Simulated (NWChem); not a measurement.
# Na cation

Computed with NWChem. Pople sets run with spherical d functions.

For level PBE0/STO-3G:

| Item | Result |
|---|---|
| highest occupied level (eV) | -39.08 |
| orbital gap (eV) | 37.83 |

Estimate the same quantities for level PBE0/6-31G*.


* **highest occupied level (eV)**: -39.99
* **orbital gap (eV)**: 33.61
